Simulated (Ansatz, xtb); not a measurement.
System: C$_{2}$H$_{4}$ (charge +1, doublet). 
Geometry from a B3LYP-D3(BJ)/def2-TZVP (Ansatz, an electronic-structure program) optimisation:
```xyz
6

C      0.0110     0.0066     0.6937
C     -0.0110    -0.0066    -0.6937
H     -0.2087     0.9161     1.2520
H      0.2486    -0.8922     1.2619
H      0.2120     0.8913    -1.2692
H     -0.2520    -0.9152    -1.2447
```
Charge +1, spin multiplicity 2.

Harmonic wavenumbers from GFN2-xTB (xtb, at its own minimum), cm⁻¹: 646, 778, 798, 835, 961, 1173, 1181, 1572, 2831, 2856, 2878, 2911.

Give the harmonic wavenumbers at B3LYP-D3(BJ)/def2-TZVP (Ansatz, finite differences of forces, unscaled).

612, 788, 888, 1079, 1206, 1275, 1431, 1503, 3086, 3090, 3181, 3202 cm⁻¹. Zero-point energy 30.5 kcal/mol.

From these and the geometry, give the ideal-gas thermochemistry at 298.15 K and 1 atm (rigid rotor, harmonic oscillator).

Point group D2, rotational symmetry number 4. Rotational constants 144.1, 27.84, 23.8 GHz. S(trans) 35.93, S(rot) 16.01, S(vib) 0.96, S(elec, spin only) 1.38, S 54.3 cal/(mol K). H(298) - H(0) 2.60 kcal/mol; G - E(el) 16.9 kcal/mol.
